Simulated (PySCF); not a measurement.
# How well do the runs reproduce experiment for oxetane?

**Experimental background.**

NIST CCCBDB Release 22 (SRD 101), experimental dipoles lists, for the gas: dipole moment (microwave Stark effect) 1.94 D.

The runs below try to reproduce these values; the comparison stands at the end.

Species: oxetane, C3H6O.
Atom-mapped SMILES: `[CH2:1]1[CH2:2][O:3][CH2:4]1` (hydrogens: H5, H6 on C1; H7, H8 on C2; H9, H10 on C4)

Structure used (GFN2-xTB), in Å, numbered top down from 1:
```xyz
10
C3H6O angstrom
C     -0.084    0.625   -0.486
C      1.062   -0.197    0.109
O      0.144   -1.043    0.806
C     -0.988   -0.332    0.297
H     -0.123    1.662   -0.165
H     -0.181    0.569   -1.567
H      1.664   -0.761   -0.610
H      1.723    0.337    0.798
H     -1.575    0.121    1.101
H     -1.632   -0.977   -0.306
```

Runs made with PySCF (gas phase, on this GFN2-xTB geometry; no spin–orbit coupling):

```json
{"level": "PBE0/pcSseg-1", "job": "shieldings, charges and field gradients", "basis functions": "98"}
{"level": "CAM-B3LYP/def2-SVPD", "job": "8 singlets by full TDDFT, 3 Tamm–Dancoff triplets, polarisability", "basis functions": "131"}
{"level": "HCTH407/STO-3G", "job": "1 singlet by TDA, polarisability", "basis functions": "26"}
{"level": "wB97X/def2-SVPD", "job": "6 singlets by full TDDFT, 2 Tamm–Dancoff triplets, polarisability", "basis functions": "131"}
{"level": "B3LYP/pcJ-1", "job": "spin–spin couplings from 9 perturbed nuclei, spin–dipole term left out", "basis functions": "168"}
{"level": "PBE0/Sadlej pVTZ", "job": "spin–spin couplings from 9 perturbed nuclei, spin–dipole term left out", "basis functions": "150"}
{"level": "PBE0/def2-TZVPP", "job": "spin–spin couplings from 9 perturbed nuclei, spin–dipole term left out", "basis functions": "208"}
```

**Comparison with experiment**

**Dipole moment.** Measured: 1.94 D (NIST CCCBDB Release 22 (SRD 101), experimental dipoles).

```json
{"level": "PBE0/pcSseg-1", "computed (D)": "2.05", "computed − measured (D)": "+0.11", "% (from the printed values)": "+6"}
{"level": "CAM-B3LYP/def2-SVPD", "computed (D)": "2.05", "computed − measured (D)": "+0.11", "% (from the printed values)": "+6"}
{"level": "HCTH407/STO-3G", "computed (D)": "1.41", "computed − measured (D)": "-0.53", "% (from the printed values)": "-27"}
{"level": "wB97X/def2-SVPD", "computed (D)": "2.02", "computed − measured (D)": "+0.08", "% (from the printed values)": "+4"}
{"level": "B3LYP/pcJ-1", "computed (D)": "2.03", "computed − measured (D)": "+0.09", "% (from the printed values)": "+5"}
{"level": "PBE0/Sadlej pVTZ", "computed (D)": "1.90", "computed − measured (D)": "-0.04", "% (from the printed values)": "-2"}
{"level": "PBE0/def2-TZVPP", "computed (D)": "1.86", "computed − measured (D)": "-0.08", "% (from the printed values)": "-4"}
```

Closest is PBE0/Sadlej pVTZ (-0.04 D), furthest HCTH407/STO-3G (-0.53 D); one molecule doesn't rank methods. The computed dipoles belong to one fixed geometry; measured ones are averaged over vibrations unless marked μe. Magnitudes are compared, not signs.

No measured geometry was used, and the causes of the misses weren't examined.
